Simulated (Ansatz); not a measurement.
## C2H3F, SMILES C=CF: the interaction energy of a dimer with the counterpoise correction, step by step

Program: the Ansatz DFT code, driven from Python.

The cells in order, each with its output:

In [1]:
```python
import ansatz as az
```

In [2]:
```python
FIRST = [
    ('C', (-0.5187, 0.0618, -0.4138)),
    ('C', (0.4779, 0.003, 0.3858)),
    ('F', (0.9098, -1.1898, 0.7755)),
    ('H', (-0.9994, -0.7733, -0.7843)),
    ('H', (-0.9325, 1.0669, -0.7648)),
    ('H', (1.0629, 0.8316, 0.8015)),
]
SECOND = [
    ('C', (0.2909, -2.7674, -2.4825)),
    ('C', (-0.5701, -1.9638, -2.9813)),
    ('F', (-0.1588, -1.0568, -3.8584)),
    ('H', (1.2915, -2.7566, -2.7364)),
    ('H', (-0.0157, -3.5551, -1.7142)),
    ('H', (-1.6493, -1.9247, -2.7929)),
]
```

In [3]:
```python
def energy(atoms, ghosts=()):
    molecule = az.Crystal.molecule()
    for symbol, xyz in atoms:
        molecule = molecule.atom(symbol, xyz)
    calc = (
        molecule.calculation()
        .basis(gaussian='def2-SVPD')
        .correlation('mp2')
    )
    deck = calc.input()
    if ghosts:
        deck = deck.set(az.key.basis.gaussian.ghost_atoms, [{'symbol': s, 'position_ang': list(xyz)} for s, xyz in ghosts])
    return az.Session.from_dict(deck).plan().execute().report['free_energy_ev']
```

In [4]:
```python
# monomers in their own basis and in the basis of the dimer
both = energy(FIRST + SECOND)
alone = energy(FIRST) + energy(SECOND)
ghosted = energy(FIRST, SECOND) + energy(SECOND, FIRST)
print(f'dimer {both:.6f} eV')
print(f'interaction, uncorrected   {23.060548 * (both - alone):8.3f} kcal/mol')
print(f'interaction, counterpoise  {23.060548 * (both - ghosted):8.3f} kcal/mol')
print(f'basis-set superposition    {23.060548 * (alone - ghosted):8.3f} kcal/mol')
```
```text
dimer -9644.826554 eV
interaction, uncorrected     -1.504 kcal/mol
interaction, counterpoise     0.826 kcal/mol
basis-set superposition       2.330 kcal/mol
```

Uncorrected it is -1.504 kcal/mol, with the counterpoise correction 0.826 kcal/mol; the difference, 2.330 kcal/mol, is the superposition error. The sign changes with the correction, so this basis doesn't settle it.

What to keep in mind:
- Total energies depend on the basis set; only differences at equal settings carry meaning.
- The dimer is a generated trial pose of unrelaxed monomers, not a minimum, so the figure is no binding energy, and the basis set is small.
- The whole script took 17 s on 1 thread of Arm Neoverse V2, with other jobs on the host, peak memory 0.48 GiB.
